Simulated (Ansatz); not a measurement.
**Worked example: correlation energy of CH⁺, singlet**

Geometry: a point of a stretch scan, not a stationary point.

```json
{"atom": "C", "x (Å)": "0.0000", "y (Å)": "0.0000", "z (Å)": "0.0000"}
{"atom": "H", "x (Å)": "0.0000", "y (Å)": "0.0000", "z (Å)": "3.0990"}
```

Basis cc-pVQZ; Ansatz 0.2.0. Correlated methods freeze the noble-gas cores, which leaves 4 electrons in 84 orbitals. Prefix R: restricted or restricted open-shell reference.

Full CI is exact within this basis and frozen core; it isn't the basis-set limit.

Runs differ by some tens of microhartree through their thresholds, so steps under 0.03 kcal/mol mean nothing.

```tsv
level	total energy (hartree)
RHF	-37.674723
RMP2	-37.805970
RCCSD*	-37.868086
RCCSD(T)*	-37.887622
RCCSDT*	-37.879356
RCCSDT(Q)*	-37.881362
full CI	-37.880286
```

Question: What is the correlation energy at full CI, and what share of it do RMP2 and RCCSDT recover?

Answer: E(corr) = -37.880286 − (-37.674723) = -0.205563 hartree = -5.594 eV. RMP2: -0.131247 / -0.205563 = 63.85 %. RCCSDT: -0.204633 / -0.205563 = 99.55 %.

Question: By how many kcal/mol does RCCSD(T) miss full CI (1 hartree = 627.509 kcal/mol), and which steps make up the rest?

Answer: -37.887622 − (-37.880286) = -0.007336 hartree = -4.60 kcal/mol. Steps: RCCSDT − RCCSD(T) = 5.19, RCCSDT(Q) − RCCSDT = -1.26, full CI − RCCSDT(Q) = 0.68 kcal/mol. With more than one leading determinant such errors change with state and geometry, and needn't cancel in differences.

An asterisk marks runs whose energy the program itself flagged as in doubt.
